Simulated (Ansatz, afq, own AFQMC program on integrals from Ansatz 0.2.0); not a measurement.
Integrals from Ansatz 0.2.0, then the random walk in our own AFQMC program (afq).

```yaml
crystal:
  periodic: [false, false, false]
  atoms:
    - {symbol: Cl, position_ang: [-1.628381, 0.026478, 0.000000]}
    - {symbol: H, position_ang: [0.097619, 0.026478, 0.000000]}
    - {symbol: Si, position_ang: [1.873619, 0.026478, 0.000000]}
    - {symbol: H, position_ang: [2.485799, -0.847806, 1.090012]}
    - {symbol: H, position_ang: [2.485799, -0.847806, -1.090012]}
basis:
  gaussian: {orbitals: cc-pVTZ}
magnetization: {spin_polarized: false}
correlation: {method: ccsd_t, electrons: outside_noble_gas, hamiltonian_folder: ham}
```

```sh
$ ansatz run in.yaml --threads 1 --pin off --events-out ev --progress --plain --max-ram 24576MiB --backend cuda --devices 0, --max-vram 18GiB
```

Options of the walk:

```
--method phaseless --trial cisd --walkers 2100 --populations 20 --least-time 60 --time-step 0.005 --steps-per-block 50 --equilibration-blocks 28 --max-blocks 4000 --target-error 0.00022 --factor-cut 1e-05 --seed 9332 --release-times 0.24,0.51,0.99,1.62,2.4 --release-step 0.03 --release-every 3 --taylor-order 6
```

Times are imaginary, in 1/Eh. The walk had a cap of 241 s. With eight or more populations the least sampling time is a fifth of least-time, and the error comes from their spread.

Output of the walk:

```
orbitals 100  electrons 7 7  factors 619 of 631
reference energy -750.07794935 Eh
CCSD correlation -0.37622833 Eh in 17 cycles, weight of the determinant in the CISD state 0.8118
energy of the start -750.454178 Eh
 block  time / (1/Eh)  mean weight  energy / Eh
     1     0.250  0.9999  -750.446185
     2     0.500  0.9997  -750.450684
     3     0.750  0.9997  -750.455600
     4     1.000  0.9999  -750.459474
     5     1.250  0.9994  -750.462839
     7     1.750  0.9995  -750.465915
     9     2.250  0.9998  -750.467497
    11     2.750  0.9999  -750.469080
    21     5.250  0.9997  -750.472369
    31     7.750  1.0004  -750.472467
    41    10.250  0.9996  -750.475873
    51    12.750  0.9999  -750.473134
    61    15.250  0.9997  -750.472797
    71    17.750  0.9996  -750.472132
    76    19.000  0.9998  -750.469635
    81    20.250  1.0001  -750.474766
    91    22.750  1.0000  -750.473330
   101    25.250  1.0001  -750.472437
   111    27.750  1.0000  -750.473187
   121    30.250  0.9996  -750.474410
   131    32.750  0.9997  -750.471380
   141    35.250  0.9999  -750.472255
   151    37.750  1.0003  -750.475338
   161    40.250  1.0005  -750.473520
   171    42.750  0.9999  -750.474554
   181    45.250  1.0000  -750.471798
   191    47.750  1.0008  -750.471515
   201    50.250  0.9998  -750.474087
   211    52.750  1.0000  -750.472306
   221    55.250  1.0002  -750.474609
   231    57.750  0.9996  -750.474191
   236    59.000  1.0004  -750.474295
error from the spread of 20 populations
released: time / (1/Eh)  energy / Eh  error  mean overlap
  0.24  -750.473723  0.000170  0.9982
  0.51  -750.474227  0.000164  0.9953
  0.99  -750.474538  0.000252  0.9914
  1.62  -750.474598  0.000312  0.9880
  2.40  -750.474646  0.000440  0.9748
energy -750.473334 +/- 0.000163 Eh
(rows thinned)
```

The run passed its tests (sampling time, drift between the halves within three errors, error under three times the target), which doesn't prove that it has relaxed.

Against this walk (error 4.4 meV) on the same determinant: CCSD(T) 41.9 meV higher, CCSDT(Q) 49.1 meV lower. The error is statistical and leaves out the bias of the constraint. Released to 1.62 1/Eh the energy lies 34 ± 10 meV (both errors) below the phaseless value, which shows part or all of the bias of the constraint, and CCSDT(Q) lies 14.7 meV below the released value. CCSDT(Q) is the surest value here, so the walk's 49 meV above it is most likely the bias of the constraint with this trial, which can have either sign.

Cautions: constraint bias not in the error; higher spins were not checked; restricted determinant unstable towards unrestricted (UHF 627 meV lower, ⟨S²⟩ 0.83); strong correlation (T1 0.022, weight of the determinant 0.81, largest double 0.16); the bias of populations of 105 walkers isn't removed.

The walk took 3.9 min on 1 × NVIDIA H100 80GB HBM3 with 2 threads of AMD EPYC 7R13 Processor (Zen 3), with other jobs on the host (the card was shared). The log's last line is the phaseless energy.

CCSDT and higher add their correlation energy to the determinant of the CCSD(T) run, since their own runs factorise the integrals more tightly (a shift of under 2 meV). A walk keeps the symmetry of its determinant, which the program's search chose and which needn't be the lowest solution, so a lower state of the same spin and another symmetry isn't excluded.
